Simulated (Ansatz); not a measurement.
C$_{4}$H$_{9}$Cl, SMILES `CC(C)(C)Cl`. The species carries charge 0 and has multiplicity 1. All single points use the PBE0-D4/def2-TZVP geometry.

```xyz
14

C     1.082   -0.175    0.952
C    -0.232    0.060    0.234
C    -0.166    1.282   -0.661
C    -0.674   -1.169   -0.535
Cl   -1.494    0.387    1.505
H     1.370    0.700    1.536
H     1.011   -1.032    1.625
H     1.867   -0.376    0.217
H     0.113    2.169   -0.091
H    -1.128    1.467   -1.141
H     0.585    1.121   -1.441
H     0.063   -1.397   -1.311
H    -1.640   -1.004   -1.014
H    -0.758   -2.033    0.126
```

Problem. What is the dipole moment at B3LYP/def2-TZVPP? (Estimate.)

Solution. Computed: 2.16 D, with components (1.50, -0.39, -1.51) D in this frame, pointing from negative to positive charge.

Problem. And with PBE, r2SCAN, ωB97M-V? (An estimate is asked.)

Solution. Computed: PBE 2.09 D, r2SCAN 2.23 D, ωB97M-V 2.16 D.

Problem. Give the Mulliken charges with B3LYP, PBE, ωB97M-V in def2-TZVPP. (Best estimate.)

Solution. Ansatz gave: 
```json
{"atom": "C1", "B3LYP": "-0.26", "PBE": "-0.26", "ωB97M-V": "-0.29"}
{"atom": "C2", "B3LYP": "0.21", "PBE": "0.21", "ωB97M-V": "0.04"}
{"atom": "C3", "B3LYP": "-0.26", "PBE": "-0.26", "ωB97M-V": "-0.29"}
{"atom": "C4", "B3LYP": "-0.26", "PBE": "-0.26", "ωB97M-V": "-0.29"}
{"atom": "Cl5", "B3LYP": "-0.22", "PBE": "-0.20", "ωB97M-V": "-0.16"}
{"atom": "H6", "B3LYP": "0.09", "PBE": "0.09", "ωB97M-V": "0.12"}
{"atom": "H7", "B3LYP": "0.09", "PBE": "0.09", "ωB97M-V": "0.12"}
{"atom": "H8", "B3LYP": "0.07", "PBE": "0.07", "ωB97M-V": "0.10"}
{"atom": "H9", "B3LYP": "0.09", "PBE": "0.09", "ωB97M-V": "0.12"}
{"atom": "H10", "B3LYP": "0.09", "PBE": "0.09", "ωB97M-V": "0.12"}
{"atom": "H11", "B3LYP": "0.07", "PBE": "0.07", "ωB97M-V": "0.10"}
{"atom": "H12", "B3LYP": "0.07", "PBE": "0.07", "ωB97M-V": "0.10"}
{"atom": "H13", "B3LYP": "0.09", "PBE": "0.09", "ωB97M-V": "0.12"}
{"atom": "H14", "B3LYP": "0.09", "PBE": "0.09", "ωB97M-V": "0.12"}
```

B3LYP here is the variant with VWN-RPA as its local correlation; programs differ in this.
